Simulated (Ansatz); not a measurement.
Saddle point of CH₇Si, doublet (SiH₃ + CH₄ → SiH₄ + CH₃; bonds formed: H1–Si3; bonds broken: H1–C2), PBE0-D4/def2-TZVP structure:

```
9
angstrom
H -0.0385 -0.0197 0.0778
C -0.7196 -0.3368 1.5221
Si 0.6327 0.2958 -1.3385
H -0.7908 0.6649 1.9284
H -1.6443 -0.8020 1.2027
H 0.0320 -0.9873 1.9529
H 1.1833 1.6777 -1.3333
H 1.7334 -0.6704 -1.5981
H -0.3882 0.1780 -2.4139
```

Energies are electronic, without zero-point energy. Barriers and step energies count from the start structure reached by relaxing down the imaginary mode; all methods use the PBE0-D4 structures, on which another method's saddle can fall below an end. Computed with Ansatz 0.2.0 (basis: def2-TZVPP, with def2-QZVPP for the basis limit); correlated methods freeze the cores; orbitals are unrestricted. B3LYP uses VWN-RPA correlation. Extrapolation: Hartree–Fock as exp(−7.88 √X), correlation as X^−2.97.

```csv
method,barrier (eV),step energy (eV)
SPW92,0.778,0.975
PBE-D4,0.895,0.827
BLYP-D4,0.876,0.725
r2SCAN-D4,0.920,0.691
B97M-V,?,0.728
PBE0-D4,?,0.765
B3LYP-D4,0.941,0.693
r2SCAN0-D4,0.972,0.667
BHLYP-D4,?,0.600
CAM-B3LYP-D4,0.992,0.678
wB97X-V,0.991,0.668
wB97M-V,1.021,0.665
B2PLYP,1.044,0.691
PBE-QIDH,1.081,0.729
RPA on PBE,1.124,0.693
HF,1.219,0.402
MP2,1.199,0.761
CCSD,1.111,0.652
CCSD(T),1.086,0.685
```

Problem. Fill in the withheld barriers. (Judge from chemistry; the value comes from the calculation.)

Solution. The calculation gives: B97M-V 0.956; PBE0-D4 0.972; BHLYP-D4 1.002 eV. Each is the energy of the saddle less that of the start structure, by the same method.

For comparison, the barrier by CCSD(T) at an estimated basis limit (MP2 extrapolated from triple and quadruple zeta, plus CCSD(T) − MP2 in triple zeta) is 1.062 eV.

No T1 diagnostic of these runs exceeds 0.016. ⟨S²⟩ of the unrestricted Hartree–Fock references: 0.76 to 0.78 (a pure state has 0.75). The start structure is not quite a true minimum (one mode of 37i cm⁻¹).

Radical steps of this kind take place in plasma deposition and etching.

For scale, one of the runs: CCSD(T)/def2-TZVPP, 171 basis functions, launched by `ansatz run in.yaml --threads 2 --pin off --events-out ev --progress --plain --max-ram 4352MiB`. The run took 76 s on 2 CPU threads of an Intel Xeon Platinum 8259CL (shared host), with 3.4 GiB of host memory at its peak.
